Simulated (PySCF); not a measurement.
F, SMILES `[F]` (charge 0, multiplicity 2)

Calculation: PBE-D3(BJ)/def2-TZVP (PySCF 2.14.0).

```yaml
highest_occupied_spin_orbital: -10.14 eV
dipole_moment: 0.00 D
total_energy: -99.6691 Ha
cost: roughly 1.8 core-seconds
```

```xyz
1

F      0.0000     0.0000     0.0000
```
Charge 0, spin multiplicity 2.
